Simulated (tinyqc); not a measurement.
ROHF in the sto-3g basis, for CH3, spin multiplicity 2, step by step. One step of it, computed by the program tinyqc.

Problem. Iteration 2: diagonalisation and new density. Diagonalise F' = X^T F X, C = X C', fill 5 alpha and 4 beta electrons from the bottom; D(s) = C_occ C_occ^T. Each column has its largest component positive (the first on a tie).

extrapolated F (hartree), order 1C 1s, 1C 2s, 1C 2px, 1C 2py, 1C 2pz, 2H 1s, 3H 1s, 4H 1s:
$$\begin{pmatrix}
-10.917430 & -2.949404 & 0.000007 & 0.000000 & 0.007898 & -0.738380 & -0.739408 & -0.739408 \\
-2.949404 & -1.438210 & 0.000235 & 0.000000 & 0.061523 & -0.688413 & -0.689007 & -0.689007 \\
0.000007 & 0.000235 & -0.234376 & 0.000000 & -0.000048 & -0.406340 & 0.203386 & 0.203386 \\
0.000000 & 0.000000 & 0.000000 & -0.234475 & 0.000000 & 0.000000 & -0.351995 & 0.351995 \\
0.007898 & 0.061523 & -0.000048 & 0.000000 & 0.011576 & 0.067907 & 0.067946 & 0.067946 \\
-0.738380 & -0.688413 & -0.406340 & 0.000000 & 0.067907 & -0.433459 & -0.214162 & -0.214162 \\
-0.739408 & -0.689007 & 0.203386 & -0.351995 & 0.067946 & -0.214162 & -0.434004 & -0.214496 \\
-0.739408 & -0.689007 & 0.203386 & 0.351995 & 0.067946 & -0.214162 & -0.214496 & -0.434004
\end{pmatrix}$$

X, order 1C 1s, 1C 2s, 1C 2px, 1C 2py, 1C 2pz, 2H 1s, 3H 1s, 4H 1s:
$$\begin{pmatrix}
1.028435 & -0.166843 & 0.000019 & 0.000000 & 0.003699 & 0.025658 & 0.025668 & 0.025668 \\
-0.166843 & 1.430846 & -0.000315 & 0.000000 & -0.040160 & -0.340319 & -0.340797 & -0.340797 \\
0.000019 & -0.000315 & 1.190110 & 0.000000 & 0.000035 & -0.345391 & 0.172957 & 0.172957 \\
0.000000 & 0.000000 & 0.000000 & 1.190156 & 0.000000 & 0.000000 & -0.299351 & 0.299351 \\
0.003699 & -0.040160 & 0.000035 & 0.000000 & 1.003967 & 0.033720 & 0.033779 & 0.033779 \\
0.025658 & -0.340319 & -0.345391 & 0.000000 & 0.033720 & 1.264552 & -0.031683 & -0.031683 \\
0.025668 & -0.340797 & 0.172957 & -0.299351 & 0.033779 & -0.031683 & 1.265037 & -0.031681 \\
0.025668 & -0.340797 & 0.172957 & 0.299351 & 0.033779 & -0.031683 & -0.031681 & 1.265037
\end{pmatrix}$$

Give: F' = X^T F X; orbital energies; coefficients C; D(alpha) after iteration 2; D(beta) after iteration 2.

Solution.

F' = X^T F X (hartree):
$$\begin{pmatrix}
-10.6760 & -1.5902 & 0.0000 & 0.0000 & 0.0100 & -0.1086 & -0.1090 & -0.1090 \\
-1.5902 & -0.3794 & -0.0001 & 0.0000 & -0.0123 & -0.4332 & -0.4337 & -0.4337 \\
0.0000 & -0.0001 & 0.1302 & 0.0000 & 0.0000 & -0.5050 & 0.2528 & 0.2528 \\
0.0000 & 0.0000 & 0.0000 & 0.1302 & 0.0000 & 0.0000 & -0.4376 & 0.4376 \\
0.0100 & -0.0123 & 0.0000 & 0.0000 & 0.0211 & 0.0645 & 0.0645 & 0.0645 \\
-0.1086 & -0.4332 & -0.5050 & 0.0000 & 0.0645 & 0.0750 & -0.0602 & -0.0602 \\
-0.1090 & -0.4337 & 0.2528 & -0.4376 & 0.0645 & -0.0602 & 0.0752 & -0.0602 \\
-0.1090 & -0.4337 & 0.2528 & 0.4376 & 0.0645 & -0.0602 & -0.0602 & 0.0752
\end{pmatrix}$$

orbital energies (hartree): MO1 -10.9243, MO2 -0.8095, MO3 -0.4860, MO4 -0.4860, MO5 0.0130, MO6 0.6411, MO7 0.7515, MO8 0.7516

coefficients C, order 1C 1s, 1C 2s, 1C 2px, 1C 2py, 1C 2pz, 2H 1s, 3H 1s, 4H 1s:
$$\begin{pmatrix}
0.9923 & -0.2212 & 0.0000 & -0.0001 & -0.0467 & -0.2275 & 0.0009 & 0.0000 \\
0.0349 & 0.6449 & 0.0000 & 0.0004 & 0.2184 & 1.4000 & -0.0058 & 0.0000 \\
0.0000 & -0.0003 & 0.0000 & 0.5446 & 0.0000 & 0.0039 & 1.1397 & 0.0000 \\
0.0000 & 0.0000 & 0.5446 & 0.0000 & 0.0000 & 0.0000 & 0.0000 & 1.1398 \\
-0.0018 & -0.0693 & 0.0000 & 0.0000 & 0.9806 & -0.2160 & 0.0008 & 0.0000 \\
-0.0070 & 0.2238 & 0.0000 & 0.5023 & -0.0569 & -0.7420 & -0.9908 & 0.0000 \\
-0.0070 & 0.2241 & 0.4349 & -0.2509 & -0.0569 & -0.7369 & 0.4999 & -0.8610 \\
-0.0070 & 0.2241 & -0.4349 & -0.2509 & -0.0569 & -0.7369 & 0.4999 & 0.8610
\end{pmatrix}$$

D(alpha) after iteration 2, order 1C 1s, 1C 2s, 1C 2px, 1C 2py, 1C 2pz, 2H 1s, 3H 1s, 4H 1s:
$$\begin{pmatrix}
1.0358 & -0.1182 & 0.0000 & 0.0000 & -0.0323 & -0.0538 & -0.0538 & -0.0538 \\
-0.1182 & 0.4649 & 0.0000 & 0.0000 & 0.1694 & 0.1319 & 0.1317 & 0.1317 \\
0.0000 & 0.0000 & 0.2966 & 0.0000 & 0.0000 & 0.2735 & -0.1367 & -0.1367 \\
0.0000 & 0.0000 & 0.0000 & 0.2966 & 0.0000 & 0.0000 & 0.2368 & -0.2368 \\
-0.0323 & 0.1694 & 0.0000 & 0.0000 & 0.9664 & -0.0713 & -0.0713 & -0.0713 \\
-0.0538 & 0.1319 & 0.2735 & 0.0000 & -0.0713 & 0.3056 & -0.0726 & -0.0726 \\
-0.0538 & 0.1317 & -0.1367 & 0.2368 & -0.0713 & -0.0726 & 0.3055 & -0.0727 \\
-0.0538 & 0.1317 & -0.1367 & -0.2368 & -0.0713 & -0.0726 & -0.0727 & 0.3055
\end{pmatrix}$$

D(beta) after iteration 2, order 1C 1s, 1C 2s, 1C 2px, 1C 2py, 1C 2pz, 2H 1s, 3H 1s, 4H 1s:
$$\begin{pmatrix}
1.0336 & -0.1080 & 0.0000 & 0.0000 & 0.0135 & -0.0565 & -0.0565 & -0.0565 \\
-0.1080 & 0.4172 & 0.0000 & 0.0000 & -0.0447 & 0.1443 & 0.1442 & 0.1442 \\
0.0000 & 0.0000 & 0.2966 & 0.0000 & 0.0000 & 0.2735 & -0.1367 & -0.1367 \\
0.0000 & 0.0000 & 0.0000 & 0.2966 & 0.0000 & 0.0000 & 0.2368 & -0.2368 \\
0.0135 & -0.0447 & 0.0000 & 0.0000 & 0.0048 & -0.0155 & -0.0155 & -0.0155 \\
-0.0565 & 0.1443 & 0.2735 & 0.0000 & -0.0155 & 0.3024 & -0.0758 & -0.0758 \\
-0.0565 & 0.1442 & -0.1367 & 0.2368 & -0.0155 & -0.0758 & 0.3023 & -0.0759 \\
-0.0565 & 0.1442 & -0.1367 & -0.2368 & -0.0155 & -0.0758 & -0.0759 & 0.3023
\end{pmatrix}$$
